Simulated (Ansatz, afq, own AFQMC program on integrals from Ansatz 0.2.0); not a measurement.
## Where AFQMC and coupled cluster stand for SiH₄Cl, doublet

```yaml
atoms:
  - { symbol: Cl, position_ang: [-1.4843, 0.0000, 0.0000] }
  - { symbol: H, position_ang: [-0.0283, 0.0000, 0.0000] }
  - { symbol: Si, position_ang: [1.6487, 0.0000, 0.0000] }
  - { symbol: H, position_ang: [2.0987, -1.4163, 0.0000] }
  - { symbol: H, position_ang: [2.0987, 0.7081, -1.2265] }
  - { symbol: H, position_ang: [2.0987, 0.7081, 1.2265] }
```

Connectivity, by distances: Cl ··· SiH3, 1 bridging H.

Basis cc-pVTZ. Noble-gas cores (and the filled d shells of Ga–Kr and In–Xe) are frozen. AFQMC by an in-house program on the Cholesky factors that Ansatz 0.2.0 writes for its CCSD(T) run. The CISD trial takes its coefficients from CCSD amplitudes. Released means that phaseless walkers are propagated on without the constraint, phases kept. Error bars are statistical, one sigma.

Determinant: UHF, the one that the program's search chose, which needn't be the lowest solution. The geometry is a point of a scan.

No full CI on the walks' own integrals is used here. The released AFQMC energy serves as the reference, which it does only where one determinant dominates, the energy is flat over the last release times and near the phaseless one (40 meV or 2 meV an electron, half that with transition metals). On small molecules, where full CI could be run and the noise was under 10 meV, such values lay within 10 meV of it in 19 cases of 20, a flattering rate, since the rule was set on those same cases; what remains of the bias isn't in the error bar.

Cautions: the released value is read at 1.50 1/Eh (meV from the phaseless value at times in 1/Eh: -5 ± 6 at 0.24, -21 ± 5 at 0.51, -27 ± 7 at 0.99, -23 ± 9 at 1.50).

```
T1 diagnostic                               : 0.0135
weight of the determinant in the CISD state : 0.848
⟨S²⟩ of the determinant                     : 0.774
size of the correlated space                : 15 electrons in 114 orbitals
```

Reference: AFQMC with the constraint released, correlation energy -10.649 ± 0.009 eV.

```json
{"level": "HF", "E − E(reference) (kJ/mol)": "1027.4 ± 0.9", "share of correlation (%)": "0.00"}
{"level": "MP2", "E − E(reference) (kJ/mol)": "160.4 ± 0.9", "share of correlation (%)": "84.38"}
{"level": "CCSD", "E − E(reference) (kJ/mol)": "40.2 ± 0.9", "share of correlation (%)": "96.09"}
{"level": "CCSD(T)", "E − E(reference) (kJ/mol)": "6.1 ± 0.9", "share of correlation (%)": "99.41"}
{"level": "ph-AFQMC/CISD", "E − E(reference) (kJ/mol)": "2.3 ± 1.0", "share of correlation (%)": "99.78"}
```

A walk keeps the symmetry of its determinant, which the program's search chose and which needn't be the lowest solution, so a lower state of the same spin and another symmetry isn't excluded. Released energies are given only where the last usable release times agree within the noise; a slower fall can still hide under it.
